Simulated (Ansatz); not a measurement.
Species: CH3S, net charge -1, singlet state. It need not be the lowest isomer of its formula. Whether it binds its extra electron was not tested at this geometry. 
Coordinates optimised at B3LYP-D3(BJ)/def2-TZVP (Ansatz, an electronic-structure program):
```
C
H 1 1.0994
H 1 1.0994 2 106.54
H 1 1.0994 2 106.54 3 -113.46
S 1 1.8337 2 112.26 3 123.27
```
Charge -1, spin multiplicity 1.

Basis-set convergence of Hartree-Fock and MP2 correlation energies (hartree) with Ansatz. Valence correlation only, unless marked. Spin-orbit coupling is left out. Non-relativistic. This anion needs diffuse functions, which these sets lack.

```json
[
 {"basis": "def2-SVP", "functions": "47", "E(HF)": "-436.96272", "E(corr, MP2)": "-0.27651"},
 {"basis": "def2-TZVPP", "functions": "115", "E(HF)": "-437.16174", "E(corr, MP2)": "-0.36672"},
 {"basis": "def2-QZVPP", "functions": "217", "E(HF)": "___", "E(corr, MP2)": "___"}
]
```

Problem. Fill in the missing entries.

Solution. 
- def2-QZVPP, E(HF): -437.18002
- def2-QZVPP, E(corr, MP2): -0.39725
